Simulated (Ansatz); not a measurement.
Elastic constant C12 (GPa) of solids drawn from the class of elemental solids other than molecular ones, at two levels: LDA in Ansatz (plane waves, PAW), and PBEsol in Ansatz (plane waves, PAW).

```csv
solid,LDA,PBEsol,shift (%)
fcc Pb,48.3,43.4,-10.1
hcp Mg,26.6,25.1,-5.6
hcp Zn,58.4,48.2,-17.5
fcc Ir,272,257,-5.5
bcc Ba,8.33,7.22,-13.3
hcp Lu,29.5,29.1,-1.4
fcc Cu,166,147,-11.4
bcc Na,8.49,7.30,-14.0
hcp Tl,40.7,34.1,-16.2
bcc Li,14.3,12.9,-9.8
```

The shifts run from -17.5 % to -1.4 %, with a median of -10.8 %.

Over all 10 rows PBEsol is the larger in 0.

Ansatz's runs of these crystals have no spin polarisation.

Spin–orbit coupling is left out, also for the solids with elements from indium on (fcc Pb, fcc Ir, bcc Ba, hcp Lu, hcp Tl); its size isn't shown.

Each level is taken at its own relaxed cell. Ansatz's density-functional and Hartree–Fock values are scalar-relativistic unless marked +SOC, with PAW data made under PBE.

Ansatz is a quantum-chemistry and plane-wave program.
